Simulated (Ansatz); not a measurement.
# AlPH (doublet): the correlation ladder at scale of all distances = 2.375, 6-31G

Aim: climb from Hartree-Fock through coupled cluster and multireference methods for AlPH (doublet) at one geometry and basis, and see what each rung misses.

The runs use Ansatz 0.2.0, Gaussian basis; 6-31G, core rule «outside noble gas», up to 10 orbitals frozen.

The runs, in order: UHF; CCSD(T) on ROHF; CCSD(T) on UHF; BCCD(T) on ROHF; CISD; CCSDT(Q) on ROHF; CCSDT(Q) on UHF; CISDTQ; CCSDTQ on ROHF; CASSCF and MRCISD+Q, 3 electrons in 3 orbitals; CASSCF and NEVPT2, 3 electrons in 3 orbitals; CASSCF and MRCISD+Q, 9 electrons in 9 orbitals; CASSCF and NEVPT2, 9 electrons in 9 orbitals; Full CI.

23 further runs of the same task are left out: 1 for a mislabelled method, 19 that didn't finish, 3 set aside as unsound or not needed.

## 1. The system

The geometry derives from a PBE0/def2-TZVP stationary point (not a proven minimum). All distances are scaled together.

3 atoms, charge 0, spin multiplicity 2.

Atoms are counted from 1 here; the program's logs count them from 0.

No contacts short enough for the rule that draws bonds.

## 2. UHF

in.yaml

```yaml
crystal:
  periodic: [false, false, false]
  atoms:
    - {symbol: Al, position_ang: [0.000000, 0.000000, 0.445550]}
    - {symbol: P, position_ang: [0.000000, 0.000000, -4.646925]}
    - {symbol: H, position_ang: [0.000000, 0.000000, 4.201375]}
basis:
  gaussian: {orbitals: 6-31G}
magnetization: {spin_polarized: true, initial_magnetization: 1}
hamiltonian: {xc: hf}
output: {orbitals: {seedname: orbitals}}
```

The run is started by

```sh
ansatz run in.yaml --threads 1 --pin off --events-out ev --progress --plain --max-ram 2393MiB
```

The runs that follow: CCSD(T) on ROHF; CCSD(T) on UHF; BCCD(T) on ROHF; CISD; CCSDT(Q) on ROHF; CCSDT(Q) on UHF; CISDTQ; CCSDTQ on ROHF; CASSCF and MRCISD+Q, 3 electrons in 3 orbitals; CASSCF and NEVPT2, 3 electrons in 3 orbitals; CASSCF and MRCISD+Q, 9 electrons in 9 orbitals; CASSCF and NEVPT2, 9 electrons in 9 orbitals; Full CI.

**Question.** What will the summary of the whole plan be? Wanted: FCI below the RHF energy; RMP2 from FCI; UMP2 from FCI; RCCSD from FCI; RCCSD(T) from FCI; UCCSD(T) from FCI; UCCSDT(Q) from FCI; NEVPT2 valence from FCI; MRCISD+Q valence from FCI.

As calculated:

| quantity | value |
| --- | --- |
| FCI below the RHF energy | -5.4956 eV |
| RMP2 from FCI | +3511.7 meV |
| UMP2 from FCI | +461.2 meV |
| RCCSD from FCI | +1762.8 meV |
| RCCSD(T) from FCI | +1621.2 meV |
| UCCSD(T) from FCI | +0.2 meV |
| UCCSDT(Q) from FCI | -2.4 meV |
| NEVPT2 valence from FCI | +226.7 meV |
| MRCISD+Q valence from FCI | -1.8 meV |
| levels within 1 kcal/mol (43 meV) | UCCSD, UCCSD(T), UCCSDT, UCCSDT(Q), MRCISD valence, MRCISD+Q valence |
| T1 diagnostic | 0.089 |
| effectively unpaired electrons | 5.04 |

What this shows: RCCSD(T) lands +1621.2 meV from the yardstick (29.5 % of the correlation energy). CCSD(T) misses by +1621.2 meV on the restricted determinant and by +0.2 meV on the unrestricted one; the two need not hold the same state or core. UCCSDT, UCCSDT(Q) fall below full CI: unrestricted runs freeze a spin-polarised core, another one than full CI's, and coupled cluster isn't variational. With 5.0 effectively unpaired electrons against 1 the state is strongly multireference. Of the multireference levels listed MRCISD+Q valence comes nearest in total energy (-1.8 meV), which doesn't show that its space is the better one. Coupled cluster took another determinant than the lowest Hartree-Fock one. These misses are within one basis, not against nature; the frozen cores of restricted and unrestricted runs differ, which can shift their rows.
